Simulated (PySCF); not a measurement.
C5H9N.
SMILES with atom numbers: `[CH:1]#[C:2][CH2:3][C@H:4]([CH3:5])[NH2:6]` (hydrogens: H7 on C1; H8, H9 on C3; H10 on C4; H11, H12, H13 on C5; H14, H15 on N6)

The same species was optimised twice, with GFN2-xTB and with PBE0-D3(BJ)/def2-SVP (PySCF), and the same property calculations (PySCF, gas phase) were run on both structures.

```tsv
coordinate	GFN2-xTB	PBE0-D3(BJ)/def2-SVP	change
C1≡C2 (Å)	1.197	1.212	+0.015
C2–C3 (Å)	1.448	1.457	+0.009
C4–C5 (Å)	1.526	1.519	-0.007
C4–N6 (Å)	1.456	1.450	-0.006
C3–C4 (Å)	1.538	1.535	-0.003
C2–C3–C4 (°)	111.2	113.1	+1.9
C5–C4–N6 (°)	108.8	109.7	+0.9
C1–C2–C3 (°)	177.4	178.2	+0.8
C3–C4–N6 (°)	108.0	108.7	+0.7
C3–C4–C5 (°)	110.6	110.5	-0.1
C2–C3–C4–C5 (°)	-172	-177	-5
```

Rotational constants: A = 7802, B = 2119, C = 1799 MHz (GFN2-xTB) against A = 7918, B = 2097, C = 1771 MHz (PBE0-D3(BJ)/def2-SVP). Point groups within 0.08 Å: C1 and C1.

On the GFN2-xTB structure: isotropic polarisability (au) 67.7 [CAM-B3LYP/def2-SVPD]; HOMO (eV) -8.43 [CAM-B3LYP/def2-SVPD]; LUMO (eV) 1.33 [CAM-B3LYP/def2-SVPD]; dipole (D) 1.17 [CAM-B3LYP/def2-SVPD].

Q: What do these properties become on the PBE0-D3(BJ)/def2-SVP structure?

A: 
```csv
property,level,on GFN2-xTB,on PBE0-D3(BJ)/def2-SVP,change
isotropic polarisability (au),CAM-B3LYP/def2-SVPD,67.7,68.8,+1.1
HOMO (eV),CAM-B3LYP/def2-SVPD,-8.43,-8.46,-0.03
LUMO (eV),CAM-B3LYP/def2-SVPD,1.33,1.30,-0.03
dipole (D),CAM-B3LYP/def2-SVPD,1.17,1.24,+0.07
"energy, GFN2-xTB geometry as zero (kcal/mol)",CAM-B3LYP/def2-SVPD,0.0,-0.8,-0.8
```

The heavy atoms differ by 0.053 Å rms after alignment. Among bonds between heavy atoms C1≡C2 changes most (+0.015 Å). Changes are differences of the printed values. Neither structure is proved a minimum here.

Conformer computed: `[CH:1]#[C:2][CH2:3][C@H:4]([CH3:5])[NH2:6]`: C2–C3–C4–C5 -177°, H–N6–C4–C3 -57°, H–N6–C4–C3 -174°.
